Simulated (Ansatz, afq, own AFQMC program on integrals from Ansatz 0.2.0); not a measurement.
**HfB, sextet in def2-TZVP, levels against CCSDT(Q)**

```xyz
2

Hf    0.0000    0.0000    0.0000
B     0.0000    0.0000    1.9450
```

Basis def2-TZVP with its core potentials. Noble-gas cores (and the filled d shells of Ga–Kr and In–Xe) are frozen. AFQMC by an in-house program on the Cholesky factors that Ansatz 0.2.0 writes for its CCSD(T) run. The CISD trial takes its coefficients from CCSD amplitudes. Released means that phaseless walkers are propagated on without the constraint, phases kept. Uncertainties: one standard error, sampling alone. No spin–orbit coupling. The metal's outer-core s and p shells are frozen, which shifts wave-function levels against functionals.

Determinant: UHF, the one that the program's search chose, which needn't be the lowest solution. The geometry is a point of a scan.

No full CI on the walks' own integrals is used here; CCSDT(Q) serves as the reference and is uncertain by about the last step of the cluster series.

Cautions: no spin-orbit coupling; outer-core shells of the metal frozen; lower spins were not checked; higher spins were not checked; (T) is large, 6 % of the CCSD correlation; the released energies have errors that jump between times, so the bars are unsure, so no released level is given (meV from the phaseless value at times in 1/Eh: -24 ± 12 at 0.24, -14.7 ± 2.2 at 0.50, -24 ± 3 at 1.00, -34 ± 3 at 1.50).

The T1 diagnostic is 0.0353 and the weight of the determinant in the CISD state is 0.890. The ⟨S²⟩ of the determinant is 8.757 and the size of the correlated space is 7 electrons in 66 orbitals.

```
  level  correlation energy (eV)
    MP2                  -3.0430
   CCSD                  -3.5038
CCSD(T)                  -3.7172
```

(1) Estimate where phaseless AFQMC with a CISD trial lies against CCSD(T) on the same integrals.

(1) 0.0 ± 0.4 kJ/mol below CCSD(T). The gap is under twice the noise, so this walk alone can't tell the two apart.

Reference: CCSDT(Q), correlation energy -3.763 eV.

```tsv
level	E − E(reference) (kJ/mol)	share of correlation (%)
CCSD(T)	4.4	98.78
CCSDT	1.4	99.63
ph-AFQMC/CISD	4.4 ± 0.4	98.79
```

A walk keeps the symmetry of its determinant, which the program's search chose and which needn't be the lowest solution, so a lower state of the same spin and another symmetry isn't excluded.
